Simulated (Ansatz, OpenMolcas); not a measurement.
## Exact exchange and the electronic atomisation energy of SO2F2 (sulfuryl fluoride)

The species is SO2F2 (5 atoms), meant as a singlet with charge 0. SMILES: `O=S(=O)(F)F`. The shape is that of a PBE0-D4/def2-TZVP optimisation.

The electronic atomisation energy y, in eV, basis 6-311+G(d,p); a is the functional's share of exact exchange. Programs: Ansatz 0.2.0, OpenMolcas 26.06.

```
functional     program     a  y (eV)
       PBE      Ansatz     0   16.49
      TPSS  OpenMolcas     0   15.20
     B3LYP      Ansatz   0.2   14.53
      PBE0      Ansatz  0.25       ?
     BHLYP      Ansatz   0.5   12.67
```

Task: Fit y = c + s·a to the known rows and predict PBE0.

Result: 
1. Means of the 4 rows: a = 0.1750, y = 14.723.
2. Σ(Δa)² = 0.1675, Σ(Δa·Δy) = -1.0647, so the slope is -1.0647/0.1675 = -6.3564.
3. Intercept: 14.723 − (-6.3564) × 0.1750 = 15.835. The largest residual of the fit is 0.65.
4. PBE0: 15.835 + (-6.3564) × 0.25 = 14.25 eV.

The run gave 14.98 eV, so the prediction is off by -0.73 eV, about the scatter of the fit. The rows mix families of semi-local functionals, which the line can't see.
